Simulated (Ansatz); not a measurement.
# CHPSi (singlet): from Hartree-Fock to the top rungs, cc-pVDZ

How much of the correlation energy of CHPSi (singlet) does each wave-function method recover here?

Program: Ansatz 0.2.0, Gaussian basis. Level of theory: cc-pVDZ, core rule «outside noble gas», up to 11 orbitals frozen. These are calculated values, not measurements.

To be run: UHF; CCSD(T) on RHF; BCCD(T) on RHF; CISD; CCSDT(Q) on RHF; CASSCF and MRCISD+Q, 8 electrons in 8 orbitals; CASSCF and MRCISD+Q(relaxed), 8 electrons in 8 orbitals; CASSCF and NEVPT2, 8 electrons in 8 orbitals.

22 further runs of the same task are left out: 12 that didn't finish, 10 set aside as unsound or not needed.

## Step 1: The geometry

The geometry is a PBE0/def2-TZVP stationary point (not a proven minimum).

4 atoms, charge 0, spin multiplicity 1.

Atoms are counted from 1 here; the program's logs count them from 0.

Bond lengths: P1–C2 1.687 Å, P1–Si3 2.222 Å, C2–Si3 1.813 Å, C2–H4 1.084 Å. Angles: C2–P1–Si3 53.1°, P1–C2–Si3 78.7°, P1–C2–H4 133.6°, Si3–C2–H4 147.6°, P1–Si3–C2 48.1°.

## Step 2: UHF

in.yaml

```yaml
crystal:
  periodic: [false, false, false]
  atoms:
    - {symbol: P, position_ang: [0.000000, -0.300730, 1.034802]}
    - {symbol: C, position_ang: [0.000000, 1.088676, 0.078110]}
    - {symbol: Si, position_ang: [0.000000, -0.211047, -1.185392]}
    - {symbol: H, position_ang: [0.000000, 2.149284, 0.300101]}
basis:
  gaussian: {orbitals: cc-pVDZ}
magnetization: {spin_polarized: true, initial_magnetization: 0}
hamiltonian: {xc: hf}
output: {orbitals: {seedname: orbitals}}
```

Run with:

```console
> ansatz run in.yaml --threads 1 --pin off --events-out ev --progress --plain --max-ram 2393MiB
```

The runs that follow: CCSD(T) on RHF; BCCD(T) on RHF; CISD; CCSDT(Q) on RHF; CASSCF and MRCISD+Q, 8 electrons in 8 orbitals; CASSCF and MRCISD+Q(relaxed), 8 electrons in 8 orbitals; CASSCF and NEVPT2, 8 electrons in 8 orbitals.

Before running them: what should the planned runs give, taken together? Wanted: RCCSDT(Q) below the RHF energy; RMP2 from RCCSDT(Q); RCCSD from RCCSDT(Q); RCCSD(T) from RCCSDT(Q); T1 diagnostic.

The runs gave:

| quantity | value |
| --- | --- |
| RCCSDT(Q) below the RHF energy | -9.9779 eV |
| RMP2 from RCCSDT(Q) | +1284.5 meV |
| RCCSD from RCCSDT(Q) | +547.2 meV |
| RCCSD(T) from RCCSDT(Q) | +65.8 meV |
| levels within 1 kcal/mol (43 meV) | none |
| T1 diagnostic | 0.017 |

In words: RCCSD(T) misses by +65.8 meV, 0.7 % of the correlation energy. These misses are within one basis, not against nature.
